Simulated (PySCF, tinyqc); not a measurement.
Worked calculation: RHF in the sto-3g basis, for CH2, spin multiplicity 1. This run ends on a higher stationary point, not on the lowest solution. The lowest restricted solution is unstable here: a spin-polarised one lies 0.0181 hartree lower (PySCF). One step of it, computed by the program tinyqc.

Problem. Iteration 2: diagonalisation and new density. Diagonalise F' = X^T F X, C = X C', fill 4 alpha and 4 beta electrons from the bottom; D = 2 C_occ C_occ^T. Each column has its largest component positive (the first on a tie).

Fock matrix F (hartree), lower triangle:
```
             1C 1s      1C 2s     1C 2px     1C 2py     1C 2pz      2H 1s      3H 1s
1C 1s   -11.049052
1C 2s    -2.977646  -1.308008
1C 2px    0.000000   0.000000  -0.261783
1C 2py    0.000000   0.000000   0.000000  -0.054759
1C 2pz    0.020051  -0.095345   0.000000   0.000000   0.151982
2H 1s    -0.382637  -0.476671   0.000000  -0.278422  -0.163843  -0.247746
3H 1s    -0.382637  -0.476671   0.000000   0.278422  -0.163843  -0.085948  -0.247746
```

X, lower triangle:
```
            1C 1s      1C 2s    1C 2px     1C 2py     1C 2pz      2H 1s     3H 1s
1C 1s    1.025991
1C 2s   -0.142094   1.131220
1C 2px   0.000000   0.000000  1.000000
1C 2py   0.000000   0.000000  0.000000   1.073208
1C 2pz  -0.008050   0.067166  0.000000   0.000000   1.042171
2H 1s    0.020246  -0.200412  0.000000  -0.169053  -0.126371   1.109827
3H 1s    0.020246  -0.200412  0.000000   0.169053  -0.126371  -0.014349  1.109827
```

Give: F' = X^T F X; orbital energies; coefficients C; D after iteration 2.

Solution.

F' = X^T F X (hartree), lower triangle:
```
          1        2        3        4        5       6       7
1  -10.8161
2   -1.5796  -0.5831
3    0.0000   0.0000  -0.2618
4    0.0000   0.0000   0.0000   0.1297
5    0.0049   0.0268   0.0000   0.0000   0.2383
6   -0.0077  -0.3241   0.0000  -0.3111  -0.1883  0.0041
7   -0.0077  -0.3241   0.0000   0.3111  -0.1883  0.0000  0.0041
```

orbital energies (hartree): MO1 -11.0549, MO2 -0.6738, MO3 -0.3776, MO4 -0.2618, MO5 0.0523, MO6 0.5114, MO7 0.5196

coefficients C:
```
            MO1      MO2      MO3     MO4      MO5      MO6      MO7
1C 1s    0.9934  -0.2221   0.0000  0.0000   0.1471   0.0000  -0.1261
1C 2s    0.0265   0.7496   0.0000  0.0000  -0.6360   0.0000   0.6462
1C 2px   0.0000   0.0000   0.0000  1.0000   0.0000   0.0000   0.0000
1C 2py   0.0000   0.0000   0.5226  0.0000   0.0000   0.9674   0.0000
1C 2pz   0.0002   0.1042   0.0000  0.0000   0.6530   0.0000   0.8279
2H 1s   -0.0043   0.2765   0.4897  0.0000   0.3673  -0.6485  -0.6672
3H 1s   -0.0043   0.2765  -0.4897  0.0000   0.3673   0.6485  -0.6672
```

D after iteration 2, lower triangle:
```
          1C 1s   1C 2s  1C 2px   1C 2py  1C 2pz    2H 1s   3H 1s
1C 1s    2.0724
1C 2s   -0.2803  1.1252
1C 2px   0.0000  0.0000  2.0000
1C 2py   0.0000  0.0000  0.0000   0.5462
1C 2pz  -0.0459  0.1562  0.0000   0.0000  0.0217
2H 1s   -0.1314  0.4143  0.0000   0.5119  0.0576   0.6326
3H 1s   -0.1314  0.4143  0.0000  -0.5119  0.0576  -0.3268  0.6326
```
